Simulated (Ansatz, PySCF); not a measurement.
Zinc-blende AlN (metastable phase): smallest direct gap on the k points sampled by level of theory

No measured value is used here.

```tsv
level (code)	value (eV)	cell (Å³/atom)
LDA (Ansatz)	4.16	10.50
PBE (Ansatz)	4.11	10.50
PBE-D4 (Ansatz)	4.18	10.43
r²SCAN (Ansatz)	4.78	10.50
PBE0 (Ansatz)	6.20	10.50
Hartree–Fock (Ansatz)	…	10.50
G0W0@PBE (PySCF)	…	10.50
```

Task: Complete the blanks.

Result: 
- Hartree–Fock (Ansatz, a first-principles code), value (eV): 13.42
- G0W0@PBE (PySCF), value (eV): 5.73 ± 0.09

At these levels the smallest gap is indirect and lower: LDA 3.24, PBE 3.32, PBE-D4 3.33, r²SCAN 3.93, PBE0 5.28, Hartree–Fock 12.04, G0W0@PBE 5.02 eV. Computed values are for a static lattice.  A ± on a computed value is a rough bar: the spread of its extrapolation, a floor set from checks against published values, or a statistical error. Values are at the measured cell; PBE-D4 at the level's own relaxed cell. Cutoffs and k meshes differ between the levels. Ansatz's density-functional and Hartree–Fock values are scalar-relativistic unless marked +SOC, with PAW data made under PBE.
